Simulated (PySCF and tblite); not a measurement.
Values are calculated unless marked as measured or tabulated.
System: C3H4F2O, numbered as in [F:1][CH:2]([F:3])[C@H:4]1[CH2:5][O:6]1.

Motion: rotation about the C2–C4 bond (torsion F1–C2–C4–C5 from 69° to 207°, rising). GFN2-xTB gives an electronic barrier of 3.8 kcal/mol and a reaction energy of 3.3 kcal/mol.

PBE0/pcSseg-1 + D3(BJ) on GFN2-xTB geometries gives 3.4 kcal/mol and k(298 K) = 8.1×10⁹ s⁻¹.

Q: What does PBE0/pcSseg-1 + D3(BJ), IEF-PCM chloroform give on GFN2-xTB geometries?

A: A barrier of 2.9 kcal/mol, 0.6 below the first DFT barrier (from unrounded values), a reaction energy of 0.3 kcal/mol and, with GFN2-xTB thermal terms, ΔG‡(298 K) = 3.4 kcal/mol and k = 2.1×10¹⁰ s⁻¹ (1 equivalent path).

Programs: tblite and PySCF.
